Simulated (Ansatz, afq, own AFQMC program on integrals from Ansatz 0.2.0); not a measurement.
AlNH, doublet: AFQMC among the cluster methods

```yaml
atoms:
  - { symbol: Al, position_ang: [0.0000, -0.0924, 2.0512] }
  - { symbol: N, position_ang: [0.0000, -0.3109, -0.6640] }
  - { symbol: H, position_ang: [0.0000, 0.4033, -1.3871] }
```

Connectivity, by distances: Al ··· NH.

Basis cc-pVDZ. Noble-gas cores (and the filled d shells of Ga–Kr and In–Xe) are frozen. AFQMC by an in-house program on the Cholesky factors that Ansatz 0.2.0 writes for its CCSD(T) run. The CISD trial takes its coefficients from CCSD amplitudes. Released means that phaseless walkers are propagated on without the constraint, phases kept. ± is one standard error of the sampling.

Determinant: ROHF, the one that the program's search chose, which needn't be the lowest solution. The geometry is a point of a scan.

No full CI on the walks' own integrals is used here; CCSDT(Q) serves as the reference and is uncertain by about the last step of the cluster series.

Cautions: higher spins were not checked; a spin-contaminated unrestricted determinant lies lower (UHF 882 meV lower, ⟨S²⟩ 1.69); strong correlation (T1 0.062, weight of the determinant 0.81, largest double 0.12); the released energies are still falling, so no released level is given (meV from the phaseless value at times in 1/Eh: 22 ± 17 at 0.24, -16 ± 25 at 0.51, -38 ± 26 at 0.99, -60 ± 34 at 1.62, -82 ± 56 at 2.40), though the last usable value meets CCSDT(Q) within the noise.

```
T1 diagnostic                               : 0.0624
weight of the determinant in the CISD state : 0.808
size of the correlated space                : 9 electrons in 31 orbitals
```

Reference: CCSDT(Q), correlation energy -6.392 eV.

```tsv
level	E − E(reference) (mEh)	share of correlation (%)
HF	234.90	0.00
MP2	45.38	80.68
CCSD	12.27	94.78
CCSD(T)	3.22	98.63
CCSDT	1.28	99.46
ph-AFQMC/CISD	3.32 ± 0.71	98.59
```

A walk keeps the symmetry of its determinant, which the program's search chose and which needn't be the lowest solution, so a lower state of the same spin and another symmetry isn't excluded.
